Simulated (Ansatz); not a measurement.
Geometry optimisation, RKS PBE0-D4/def2-SVP (Ansatz 0.2.0).

Input file:

```yaml
crystal:
  periodic: [false, false, false]
  atoms:
    - { symbol: Si, position_ang: [-0.438337, 0.190857, -0.376227] }
    - { symbol: F, position_ang: [0.094591, -0.773026, 2.194334] }
    - { symbol: H, position_ang: [0.733466, 0.853736, 0.24377] }
    - { symbol: H, position_ang: [-0.675797, 0.763864, -1.731219] }
    - { symbol: H, position_ang: [-0.30834, -1.283784, -0.476138] }
    - { symbol: Cl, position_ang: [-2.182607, 0.663714, 0.726418] }
    - { symbol: H, position_ang: [-0.694176, -0.415361, 2.515663] }
basis:
  gaussian: { orbitals: def2-SVP }
hamiltonian:
  xc: pbe0
  dispersion: d4
relax:
  f_tol: 0.03
  max_steps: 50
output:
  orbitals: {}
```

Command:

```bash
$ ansatz run input.yaml --threads 1 --pin off --max-ram 2048MiB --backend cpu --events-out ev --progress --plain --runs-dir out
```

Task: Where does it end, and by what steps?

Result: The run converged. After 6 steps the energy has fallen by 0.060 eV; F2 moved furthest, 0.25 Å.

| step | energy less start (eV) | largest force component (eV/Å) | accepted |
| --- | --- | --- | --- |
| 0 | 0.0000 | 0.406 | yes |
| 1 | 0.0763 | 2.836 | no |
| 2 | -0.0334 | 0.720 | yes |
| 3 | -0.0444 | 0.953 | yes |
| 4 | -0.0477 | 0.653 | yes |
| 5 | -0.0596 | 0.067 | yes |
| 6 | -0.0603 | 0.021 | yes |

```xyz
7
Properties=species:S:1:pos:R:3
Si -0.421 0.212 -0.416
F 0.038 -0.832 2.434
H 0.777 0.893 0.135
H -0.768 0.765 -1.753
H -0.256 -1.261 -0.487
Cl -2.053 0.636 0.829
H -0.788 -0.414 2.354
```

The run took 14 s on 1 thread of Intel(R) Xeon(R) CPU @ 2.60GHz (Ice Lake) (shared host), peak memory 0.16 GiB.
